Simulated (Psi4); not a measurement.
# BH2Cl (SMILES BCl): a chain of runs

Aim: a geometry optimisation (SVWN-RPA/6-31+G*), then vibrational wavenumbers, then a single-point energy (CCSD(T)/def2-TZVP) of BH2Cl. 

The calculation is run with Psi4 1.11.

**1. The structure to begin with**

The species is BH2Cl (4 atoms), meant as a singlet with charge 0. SMILES: `BCl`. The coordinates come from a PBE0-D4/def2-TZVP relaxation. The run starts from this shape.

Bond lengths: B1–Cl2 1.733 Å, B1–H3 1.190 Å, B1–H4 1.190 Å. Angles: Cl2–B1–H3 118.1°, Cl2–B1–H4 118.1°, H3–B1–H4 123.7°.

**2. A structure relaxation at SVWN-RPA/6-31+G(d) (density fitting, Cartesian functions) (run 1)**

bclh2.in reads:

```
memory 1600 mb

molecule m {
  0 1
  B     -0.116700     0.021700    -0.075300
  Cl     1.365000    -0.395300     0.721200
  H     -1.106200    -0.559500     0.240400
  H     -0.086600     0.872800    -0.906600
}

set globals {
  basis 6-31+G*
  reference rks
  geom_maxiter 60
}

opt("svwn")
```

Launch:

```bash
psi4 -i bclh2.in -o bclh2.out -n 1
```

bclh2.out:

```text
[...]
  Running in c1 symmetry.
[...]
  Nuclear repulsion =   37.783015982108225
[...]
  Multiplicity = 1
[...]
  Nalpha       = 12
  Nbeta        = 12
[...]
    Number of basis functions: 46
[...]
   @DF-RKS iter   1:  -484.79864187613299   -1.84799e-01   9.45539e-03 DIIS/ADIIS
[...]
   @DF-RKS iter   7:  -484.93042679678831    2.27374e-13   7.81512e-10 DIIS
[...]
  @DF-RKS Final Energy:  -484.93042679678831
   => Energetics <=
    Nuclear Repulsion Energy =             37.7751647694731076
    One-Electron Energy =                -744.0431606237792721
    Two-Electron Energy =                 252.9849567122080316
    DFT Exchange-Correlation Energy =     -31.6473876546901884
    Empirical Dispersion Energy =           0.0000000000000000
    VV10 Nonlocal Energy =                  0.0000000000000000
    Total Energy =                       -484.9304267967883106
[...]
 Multipole Moments:
 ------------------------------------------------------------------------------------
     Multipole            Electronic (a.u.)      Nuclear  (a.u.)        Total (a.u.)
 ------------------------------------------------------------------------------------
 L = 1.  Multiply by 2.5417464519 to convert [e a0] to [Debye]
 Dipole X            :          2.0961002           -2.2620298           -0.1659296
 Dipole Y            :         -0.5923434            0.6382182            0.0458748
 Dipole Z            :          1.1236050           -1.2138223           -0.0902172
 Magnitude           :                                                    0.1943612
[...]
  -Total Gradient:
     Atom            X                  Y                   Z
    ------   -----------------  -----------------  -----------------
       1        0.000150399552    -0.000308849169    -0.000253277448
       2       -0.000006075881     0.000066844579     0.000078722016
       3       -0.000067461891     0.000125259055     0.000084354156
       4       -0.000074399838     0.000116097604     0.000091580873
[...]
    Final optimized geometry and variables:
    Molecular point group: c1
    Full point group: C1
    Geometry (in Angstrom), charge = 0, multiplicity = 1:
    B           -1.057147531664     0.296373367569    -0.569644348892
    CL           0.421496716013    -0.118288637637     0.226971965171
    H           -2.054088263874    -0.291093898773    -0.246143913280
    H           -1.022632875593     1.157864430775    -1.406484842892
    Psi4 run time: 0:00:03.51
[...]
```

Standard output:

```text
Optimizer: Optimization complete!
```

It took 4.5 s on 1 thread of INTEL XEON PLATINUM 8581C at 2.10GHz (Emerald Rapids), shared host; peak memory 0.26 GiB.

Steps, from the record of the run:

| step | energy from the first frame kept (eV) | largest force (eV/Å) |
| --- | --- | --- |
| 0 | 0.0000 | 0.2803 |
| 1 | -0.0034 | 0.0174 |
| 2 | -0.0034 | 0.0219 |

After the run. Bond lengths: B1–Cl2 1.730 Å, B1–H3 1.202 Å, B1–H4 1.202 Å. Angles: Cl2–B1–H3 117.9°, Cl2–B1–H4 117.9°, H3–B1–H4 124.2°.

**3. The harmonic vibrations at SVWN-RPA/6-31+G(d) (density fitting, Cartesian functions) (run 2)**

bclh2.inp reads:

```
memory 1.6 GB

molecule geom {
  B     -0.114410     0.019910    -0.075432
  Cl     1.364234    -0.394752     0.721184
  H     -1.111351    -0.567557     0.248068
  H     -0.079895     0.881401    -0.912273
}

set {
  basis                      6-31+G*
  t                          600.0
  rotational_symmetry_number 2
}

E, wfn = freq("svwn", return_wfn=True)
```

Launch:

```bash
psi4 bclh2.inp bclh2.out -n 1
```

bclh2.out:

```text
[...]
  Running in c1 symmetry.
[...]
  Nuclear repulsion =   37.775169911307444
[...]
  Multiplicity = 1
[...]
  Nalpha       = 12
  Nbeta        = 12
[...]
    Number of basis functions: 46
[...]
   @DF-RKS iter   1:  -484.80052601930362   -1.86669e-01   9.39957e-03 DIIS/ADIIS
[...]
  -Total Gradient:
     Atom            X                  Y                   Z
    ------   -----------------  -----------------  -----------------
       1        0.000150557640    -0.000309008349    -0.000253034882
       2       -0.000006403703     0.000066947611     0.000078536854
       3       -0.000067299462     0.000125366029     0.000084267552
       4       -0.000074392500     0.000116046768     0.000091610077
[...]
   @DF-RKS iter  10:  -484.93042679599125   -3.41061e-13   3.78095e-09 DIIS
[...]
    Orbital Energies [Eh]
    ---------------------
    Doubly Occupied:
       1A   -100.362872     2A     -9.184191     3A     -7.041582
       4A     -7.037797     5A     -7.033247     6A     -6.511932
       7A     -0.802446     8A     -0.490947     9A     -0.384051
      10A     -0.381993    11A     -0.350742    12A     -0.286993
[...]
  @DF-RKS Final Energy:  -484.93042679599125
   => Energetics <=
    Nuclear Repulsion Energy =             37.7751699113074437
    One-Electron Energy =                -744.0431704609552526
    Two-Electron Energy =                 252.9849614547946430
    DFT Exchange-Correlation Energy =     -31.6473877011380971
    Empirical Dispersion Energy =           0.0000000000000000
    VV10 Nonlocal Energy =                  0.0000000000000000
    Total Energy =                       -484.9304267959912522
[...]
  ==> Harmonic Vibrational Analysis <==
[...]
  Freq [cm^-1]                 844.5046            851.1887            948.2880
[...]
  IR activ [km/mol]            68.3534              5.1605             20.8839
[...]
  Freq [cm^-1]                1175.9608           2573.1917           2688.7436
[...]
  IR activ [km/mol]            69.9026             80.9884             90.7315
[...]
  Total E_0, Enthalpy at 0 [K]                                                         -484.90973676 [Eh]
[...]
  Total H, Enthalpy at  600.00 [K]                                                     -484.90009316 [Eh]
[...]
  Total G, Gibbs energy at  600.00 [K]                                                 -484.96139398 [Eh]
[...]
```

Run time: 11 s. Hardware: 1 thread of INTEL XEON PLATINUM 8581C at 2.10GHz (Emerald Rapids), shared host; peak memory 0.26 GiB.

**4. A single-point energy at CCSD(T)/def2-TZVP (run 3)**

bclh2.dat reads:

```
memory 1600 MB

molecule {
  0 1
  B
  Cl 1 1.730009
  H 1 1.201524 2 117.90481
  H 1 1.201524 3 124.18883 2 -179.62743
}

set {
  basis           def2-TZVP
  reference       rhf
  scf_type        pk
  num_frozen_docc 6
}

E, wfn = energy("ccsd(t)", return_wfn=True)
```

Launch:

```bash
psi4 -n 1 bclh2.dat bclh2.out
```

bclh2.out:

```text
[...]
  Running in c1 symmetry.
[...]
  Nuclear repulsion =   37.775165346742263
[...]
  Multiplicity = 1
[...]
  Nalpha       = 12
  Nbeta        = 12
[...]
    Number of basis functions: 80
[...]
   @RHF iter   1:  -485.37701552630074   -5.41546e-01   1.96690e-03 DIIS/ADIIS
[...]
   @RHF iter  10:  -485.38963670085315   -2.48406e-11   7.71564e-09 DIIS
[...]
    Orbital Energies [Eh]
    ---------------------
    Doubly Occupied:
       1A   -104.837151     2A    -10.567395     3A     -8.034095
       4A     -8.033234     5A     -8.032843     6A     -7.666008
       7A     -1.119566     8A     -0.704956     9A     -0.565254
      10A     -0.542546    11A     -0.488864    12A     -0.438705
[...]
  @RHF Final Energy:  -485.38963670085315
   => Energetics <=
    Nuclear Repulsion Energy =             37.7751653467422628
    One-Electron Energy =                -744.2683704390979074
    Two-Electron Energy =                 221.1035683915025061
    Total Energy =                       -485.3896367008531456
[...]
 Multipole Moments:
 ------------------------------------------------------------------------------------
     Multipole            Electronic (a.u.)      Nuclear  (a.u.)        Total (a.u.)
 ------------------------------------------------------------------------------------
 L = 1.  Multiply by 2.5417464519 to convert [e a0] to [Debye]
 Dipole X            :         -0.0076639            0.0060579           -0.0016060
 Dipole Y            :         -0.0000298            0.0000235           -0.0000063
 Dipole Z            :          2.3110631           -2.6452655           -0.3342024
 Magnitude           :                                                    0.3342062
[...]
      * MP2 total energy                      = -485.675933823009643
[...]
      * CCSD total energy                     = -485.707941757908202
[...]
      * CCSD(T) total energy                  = -485.720151050925438
[...]
```

Run time: 9.9 s. Hardware: 1 thread of INTEL XEON PLATINUM 8581C at 2.10GHz (Emerald Rapids), shared host; peak memory 0.54 GiB.

**5. Outcome**

| quantity | value |
| --- | --- |
| run 1, SVWN-RPA/6-31+G*: total energy at the end | -484.93043 Eh |
| run 1, SVWN-RPA/6-31+G*: dipole moment | 0.49 D |
| run 1, SVWN-RPA/6-31+G*: HOMO energy | -7.81 eV |
| run 1, SVWN-RPA/6-31+G*: LUMO energy | -3.53 eV |
| run 1, SVWN-RPA/6-31+G*: HOMO–LUMO gap | 4.28 eV |
| run 2, SVWN-RPA/6-31+G*: lowest harmonic wavenumber | 844 cm⁻¹ |
| run 2, SVWN-RPA/6-31+G*: highest harmonic wavenumber | 2689 cm⁻¹ |
| run 2, SVWN-RPA/6-31+G*: zero-point energy | 54.3 kJ/mol |
| run 2, SVWN-RPA/6-31+G*: ideal-gas entropy at 600 K (symmetry number 2 as used) | 64.1 cal/(mol K) |
| run 3, CCSD(T)/def2-TZVP: total energy | -485.72015 Eh |
| run 3, CCSD(T)/def2-TZVP: HOMO energy (Hartree–Fock orbitals) | -11.94 eV |
| run 3, CCSD(T)/def2-TZVP: LUMO energy (Hartree–Fock orbitals) | 1.71 eV |
| run 3, CCSD(T)/def2-TZVP: HOMO–LUMO gap (Hartree–Fock orbitals) | 13.65 eV |
| run 3, CCSD(T)/def2-TZVP: correlation energy (6 core orbitals frozen) | -330.5 mEh |
| run 3, CCSD(T)/def2-TZVP: (T) correction | -12.21 mEh |
| run 3, CCSD(T)/def2-TZVP: T1 diagnostic | 0.012 |

The optimisation (run 1, SVWN-RPA/6-31+G*) took 3 steps and changed the energy by -0.003 eV. All 6 modes (run 2, SVWN-RPA/6-31+G*) are real, so the shape is a minimum at this level. The triples (run 3, CCSD(T)/def2-TZVP) make up 3.7 % of the correlation energy.
